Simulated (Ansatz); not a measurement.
**SiNH2+ (triplet): wave-function methods side by side, cc-pVDZ**

How much of the correlation energy of SiNH2+ (triplet) does each wave-function method recover here?

Computed with Ansatz 0.2.0, Gaussian basis. Level: cc-pVDZ, core rule «outside noble gas», up to 6 orbitals frozen.

To be run: UHF; CCSD(T) on ROHF; CCSD(T) on UHF; BCCD(T) on ROHF; CISD; CCSDT(Q) on ROHF; CCSDT(Q) on UHF; CASSCF and MRCISD+Q, 10 electrons in 10 orbitals; CASSCF and NEVPT2, 10 electrons in 10 orbitals.

24 further runs of the same task are left out: 10 that didn't finish, 14 set aside as unsound or not needed.

### Step 1. What is computed

The geometry is a PBE0/def2-TZVP stationary point (not a proven minimum) of the parent state, kept for this charge and spin.

4 atoms, charge 1, spin multiplicity 3.

Atoms are counted from 1 here; the program's logs count them from 0.

Bond lengths: Si1–N2 1.849 Å, Si1–H3 1.470 Å, Si1–H4 1.470 Å. Angles: N2–Si1–H3 117.7°, N2–Si1–H4 117.7°, H3–Si1–H4 124.6°.

### Step 2. UHF

Input file in.yaml:

```yaml
crystal:
  periodic: [false, false, false]
  atoms:
    - {symbol: Si, position_ang: [0.000000, 0.000000, 0.555774]}
    - {symbol: N, position_ang: [0.000000, 0.000000, -1.292740]}
    - {symbol: H, position_ang: [0.000000, 1.301958, 1.239079]}
    - {symbol: H, position_ang: [0.000000, -1.301958, 1.239079]}
basis:
  gaussian: {orbitals: cc-pVDZ}
total_charge: 1
magnetization: {spin_polarized: true, initial_magnetization: 2}
hamiltonian: {xc: hf}
output: {orbitals: {seedname: orbitals}}
```

Run with:

```
$ ansatz run in.yaml --threads 1 --pin off --events-out ev --progress --plain --max-ram 2393MiB
```

Further steps of the session: CCSD(T) on ROHF; CCSD(T) on UHF; BCCD(T) on ROHF; CISD; CCSDT(Q) on ROHF; CCSDT(Q) on UHF; CASSCF and MRCISD+Q, 10 electrons in 10 orbitals; CASSCF and NEVPT2, 10 electrons in 10 orbitals.

Q: Predict the results of all the runs planned. Wanted: UCCSDT(Q) below the RHF energy; RMP2 from UCCSDT(Q); UMP2 from UCCSDT(Q); RCCSD from UCCSDT(Q); RCCSD(T) from UCCSDT(Q); UCCSD(T) from UCCSDT(Q); RCCSDT(Q) from UCCSDT(Q); NEVPT2 valence from UCCSDT(Q); MRCISD+Q valence from UCCSDT(Q).

**Answer**, as computed:

| quantity | value |
| --- | --- |
| UCCSDT(Q) below the RHF energy | -6.0018 eV |
| RMP2 from UCCSDT(Q) | +113.6 kJ/mol |
| UMP2 from UCCSDT(Q) | +114.4 kJ/mol |
| RCCSD from UCCSDT(Q) | +17.5 kJ/mol |
| RCCSD(T) from UCCSDT(Q) | +4.2 kJ/mol |
| UCCSD(T) from UCCSDT(Q) | +4.1 kJ/mol |
| RCCSDT(Q) from UCCSDT(Q) | +0.2 kJ/mol |
| NEVPT2 valence from UCCSDT(Q) | +86.4 kJ/mol |
| MRCISD+Q valence from UCCSDT(Q) | +1.5 kJ/mol |
| levels within 1 kcal/mol (43 meV) | UCCSD(T), RCCSDT, UCCSDT, RCCSDT(Q), MRCISD+Q valence |
| T1 diagnostic | 0.024 |
| effectively unpaired electrons | 2.03 |

In words: RCCSD(T) misses by +4.2 kJ/mol, 0.7 % of the correlation energy. One determinant dominates. Of the multireference levels listed MRCISD+Q valence comes nearest in total energy (+1.5 kJ/mol), which doesn't show that its space is the better one. These misses are within one basis, not against nature; the frozen cores of restricted and unrestricted runs differ, which can shift their rows.
